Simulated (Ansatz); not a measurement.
C2H2FN can be A, `FC1=CN1`, or B, `N#CCF`.

Program: Ansatz. Geometries: PBE0-D4/def2-TZVP. ΔE: electronic, gas phase. CCSD(T)/CBS is the MP2 limit (def2-TZVPP, def2-QZVPP) plus CCSD(T) − MP2 in def2-TZVPP, frozen cores. DFT in def2-TZVPP.

A:

```xyz
6

F    -0.565   -0.310   -1.831
C    -0.127   -0.083   -0.634
C     0.776   -0.162    0.252
N    -0.595    0.664    0.465
H     1.735   -0.190    0.724
H    -1.225    0.082    1.024
```

B:

```xyz
6

N    -1.9327    0.6515   -0.6232
C    -0.8943    0.2951   -0.2865
C     0.4132   -0.1906    0.1477
F     1.3484    0.8064    0.0785
H     0.7231   -1.0181   -0.4966
H     0.3423   -0.5443    1.1800
```

Question: Which isomer does CCSD(T)/CBS put lower? Give the gap. (Best estimate.)

Answer: Computed: B, by 314.7 kJ/mol.

Question: Give E(B) − E(A) in kJ/mol with HF/def2-TZVPP, r2SCAN-D4, PBE0-D4, CCSD/def2-TZVPP, MP2/def2-TZVPP, PBE-D4, B2PLYP. (An estimate is asked.)

Answer: Computed: HF/def2-TZVPP -364.9, r2SCAN-D4 -296.9, PBE0-D4 -291.4, CCSD/def2-TZVPP -329.7, MP2/def2-TZVPP -325.3, PBE-D4 -279.8, B2PLYP -322.2. None reverses the order clearly.

Question: Does the order hold for the free energy at 298.15 K (harmonic terms from PBE0-D4)? (An estimate is asked.)

Answer: Computed: Yes: G(B) − G(A) = -310.9 kJ/mol.

Largest T1 diagnostic: 0.013.

Leaving LDA and LC-ωPBE aside and taking each functional with its dispersion term where it has one, the values, not all of them listed here, spread over 48.0 kJ/mol, from BHLYP-D4 to PBE-D4. LDA lies +24.2 kJ/mol from PBE without D4. At CCSD(T), def2-SVP lies −15.1 kJ/mol from the extrapolated value and def2-TZVPP −7.5 kJ/mol.
